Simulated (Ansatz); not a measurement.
**C₄H₈ (SMILES C1CCC1): a rigid scan of the angle H10–C3–C4**

Aim: the energy along the angle H10–C3–C4, from CCSD(T) and from cheaper methods, relative to the minimum. No other atom is relaxed.

Method: single points in def2-TZVPP; program: Ansatz 0.2.0, Gaussian basis.

Levels: PBE-D4, r2SCAN-D4, PBE0-D4, B3LYP-D4, wB97M-V, Hartree-Fock, MP2, CCSD, CCSD(T). The scan takes 100.1, 104.6, 109.1, 113.6, 118.1, 122.6, 127.1, 131.6, 136.1°.

Correlated methods freeze the cores. B3LYP uses VWN-RPA correlation.

18 further runs of the same task are left out: 18 set aside as unsound or not needed.

## 1. Where the work starts

SMILES `C1CCC1`, 12 atoms, charge 0, spin multiplicity 1.

Atoms are counted from 1 here; the program's logs count them from 0.

Bond lengths: C1–C2 1.513 Å, C1–C4 1.533 Å, C1–H5 1.141 Å, C1–H6 1.119 Å, C2–C3 1.521 Å, C2–H7 1.084 Å, C2–H8 1.106 Å, C3–C4 1.482 Å, C3–H9 1.119 Å, C3–H10 1.132 Å, C4–H11 1.130 Å, C4–H12 1.052 Å. Angles: C2–C1–C4 89.7°, C2–C1–H5 114.0°, C2–C1–H6 115.9°, C4–C1–H5 113.4°, C4–C1–H6 121.2°, H5–C1–H6 103.1°, C1–C2–C3 84.3°, C1–C2–H7 114.7°, C1–C2–H8 117.9°, C3–C2–H7 113.0°, C3–C2–H8 114.0°, H7–C2–H8 110.7°, C2–C3–C4 91.3°, C2–C3–H9 113.6°, C2–C3–H10 115.2°, C4–C3–H9 115.4°, C4–C3–H10 116.1°, H9–C3–H10 105.3° and more.

As a file:

```mol
C4H8
  3D, bonds by distance, orders not assigned

 12 12  0  0  0  0  0  0  0  0999 V2000
   -0.8623    0.2841   -0.4742 C   0  0
   -0.3793    0.3000    0.9600 C   0  0
    0.9725   -0.0361    0.3487 C   0  0
    0.3247   -0.6083   -0.8548 C   0  0
   -0.8427    1.3060   -0.9816 H   0  0
   -1.9170   -0.0566   -0.6308 H   0  0
   -0.7743   -0.4969    1.5789 H   0  0
   -0.3995    1.2630    1.5027 H   0  0
    1.6171    0.8598    0.1668 H   0  0
    1.6121   -0.7460    0.9560 H   0  0
   -0.0079   -1.6813   -0.7285 H   0  0
    0.7337   -0.4429   -1.8093 H   0  0
  1  2  8  0
  1  4  8  0
  1  5  8  0
  1  6  8  0
  2  3  8  0
  2  7  8  0
  2  8  8  0
  3  4  8  0
  3  9  8  0
  3 10  8  0
  4 11  8  0
  4 12  8  0
M  END
```

## 2. A first relaxation in a small basis

pre/in.yaml

```yaml
crystal:
  periodic: [false, false, false]
  atoms:
    - {symbol: C, position_ang: [-0.862300, 0.284100, -0.474200]}
    - {symbol: C, position_ang: [-0.379300, 0.300000, 0.960000]}
    - {symbol: C, position_ang: [0.972500, -0.036100, 0.348700]}
    - {symbol: C, position_ang: [0.324700, -0.608300, -0.854800]}
    - {symbol: H, position_ang: [-0.842700, 1.306000, -0.981600]}
    - {symbol: H, position_ang: [-1.917000, -0.056600, -0.630800]}
    - {symbol: H, position_ang: [-0.774300, -0.496900, 1.578900]}
    - {symbol: H, position_ang: [-0.399500, 1.263000, 1.502700]}
    - {symbol: H, position_ang: [1.617100, 0.859800, 0.166800]}
    - {symbol: H, position_ang: [1.612100, -0.746000, 0.956000]}
    - {symbol: H, position_ang: [-0.007900, -1.681300, -0.728500]}
    - {symbol: H, position_ang: [0.733700, -0.442900, -1.809300]}
basis:
  gaussian: {orbitals: def2-SVP}
hamiltonian: {xc: pbe, dispersion: d4}
relax: {f_tol: 0.03, max_steps: 250}
```

The command line of these runs was not kept.

The runs that follow: Finding the minimum; The minimum at every level; H10–C3–C4 = 100.1°; H10–C3–C4 = 104.6°; H10–C3–C4 = 109.1°; H10–C3–C4 = 113.6°; H10–C3–C4 = 118.1°; H10–C3–C4 = 122.6°; H10–C3–C4 = 127.1°; H10–C3–C4 = 131.6°; H10–C3–C4 = 136.1°.

**Question.** What will these runs give? Wanted: highest point, CCSD(T); lowest point, CCSD(T); minimum along the scan, CCSD(T); RMS deviation from CCSD(T); largest T1 diagnostic.

The runs gave:

| quantity | value |
| --- | --- |
| highest point, CCSD(T) | 6.4 kcal/mol at 100.1° |
| lowest point, CCSD(T) | 0.0 kcal/mol at 118.1° |
| minimum along the scan, CCSD(T) | 118.0° |
| curvature there | 1.68 meV/deg² |
| RMS deviation from CCSD(T) | PBE-D4 0.2, r2SCAN-D4 0.1, PBE0-D4 0.1, B3LYP-D4 0.1, wB97M-V 0.1, Hartree-Fock 0.5, MP2 0.0, CCSD 0.1 kcal/mol |
| largest T1 diagnostic | 0.008 |

What this shows: A polynomial through the near points puts the CCSD(T) minimum 0.1° below the PBE0-D4 value. Curvature against CCSD(T): PBE-D4 -6 %, Hartree-Fock +14 %. The curve of MP2 lies nearest to CCSD(T), that of Hartree-Fock farthest.
